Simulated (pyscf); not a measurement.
Structures and frequencies: ωB97X-D3(BJ)/def2-SVP in PySCF.

Q: For the elementary gas-phase step H₂N–Si:–Cl (SMILES N[Si]Cl) [singlet] + H₂ (SMILES [H][H]) -> H₂N–SiH₂–Cl (SMILES N[SiH2]Cl) (singlet surface; H–H broken, H–Si, H–Si formed), what barrier and reaction energy does ωB97M-D3(BJ)/def2-TZVP give, measured from the separated reactants?

A: ΔE‡ = 42.4 kcal/mol, ΔE = -32.6 kcal/mol. Zero-point energy shifts the barrier by +2.1 kcal/mol. It is an insertion, with an imaginary mode of 1383i cm⁻¹. The same reactants have a lower exit, to :HSi–Cl [singlet] + NH₃ (barrier +35.0 kcal/mol at ωB97M-D3(BJ)/def2-TZVP, against +42.4 kcal/mol here). This is the saddle that the search found; another between the same sides may lie lower.
